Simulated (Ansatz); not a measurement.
`NC1CO1` and `FCC1CO1` differ in one atom or group.

Ansatz, PBE0-D4/def2-TZVP geometries, multiplicity 1. Each molecule was computed in one conformer, which needn't be the lowest.

```csv
property,`NC1CO1`
LUMO energy (PBE0/def2-TZVPP) / eV,1.29
zero-point energy (PBE0-D4/def2-TZVP) / kJ/mol,197.7
HOMO energy (PBE0/def2-TZVPP) / eV,-7.26
HOMO energy (ωB97M-V/def2-TZVPP) / eV,-9.64
HOMO energy (PBE/def2-TZVPP) / eV,-5.73
LUMO energy (B3LYP/def2-TZVPP) / eV,0.90
```

(1) What does the change do to each property? (Best estimate.)

Results:

(1) The calculation gave: 
```tsv
property	`FCC1CO1`	shift
LUMO energy (PBE0/def2-TZVPP) / eV	1.41	0.12
zero-point energy (PBE0-D4/def2-TZVP) / kJ/mol	207.6	9.9
HOMO energy (PBE0/def2-TZVPP) / eV	-8.23	-0.97
HOMO energy (ωB97M-V/def2-TZVPP) / eV	-10.68	-1.04
HOMO energy (PBE/def2-TZVPP) / eV	-6.53	-0.80
LUMO energy (B3LYP/def2-TZVPP) / eV	1.06	0.16
```

With PBE0 the HOMO falls by 0.97 eV and the LUMO rises by 0.12 eV, so the gap widens by about 1.09 eV. PBE moves the HOMO by -0.80 eV and ωB97M-V by -1.04 eV. The zero-point energy changes by 9.9 kJ/mol with +3 modes.

B3LYP here is the variant with VWN-RPA as its local correlation; programs differ in this.
